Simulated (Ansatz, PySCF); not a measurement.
This Ansatz (an electronic-structure program) input computes a r2SCAN/def2-TZVPD energy:

Ansatz 0.2 input:
```yaml
crystal:
  periodic: [false, false, false]
  atoms:
    - {symbol: Si, position_ang: [0.00013137, 0.09379286, -0.00506959]}
    - {symbol: H, position_ang: [-1.28673356, -0.65435788, 0.04272540]}
    - {symbol: H, position_ang: [1.28489441, -0.65874222, 0.02824883]}
basis:
  gaussian:
    orbitals: def2-TZVPD
hamiltonian:
  xc: {name: r2SCAN}
total_charge: 1
magnetization: {spin_polarized: true, initial_magnetization: 1}
output: {forces: true}
```

Task: Write an input for the same energy in PySCF and say what it gives.

Result: 
```python
from pyscf import gto, scf, dft

mol = gto.M(
    atom='''
    Si    0.00013137    0.09379286   -0.00506959
    H    -1.28673356   -0.65435788    0.04272540
    H     1.28489441   -0.65874222    0.02824883
    ''',
    basis='def2-tzvpd',
    charge=1,
    spin=1,
    verbose=4,
)

mf = dft.UKS(mol, xc='r2scan').density_fit(auxbasis='def2-universal-jkfit')
mf.grids.level = 4
mf.conv_tol = 1e-9
mf.max_cycle = 100
mf.max_memory = 1500
mf.kernel()
if not mf.converged:
    mf = mf.newton()
    mf.kernel(mf.make_rdm1())
for _ in range(2):
    mo, _, stable, _ = mf.stability(return_status=True)
    if stable:
        break
    mf.kernel(mf.make_rdm1(mo, mf.mo_occ))
mf.analyze()
```
It gives -290.25311 Eh, and Ansatz -290.25306 Eh, a difference of 0.05 mEh, from the treatment of integrals and grids.
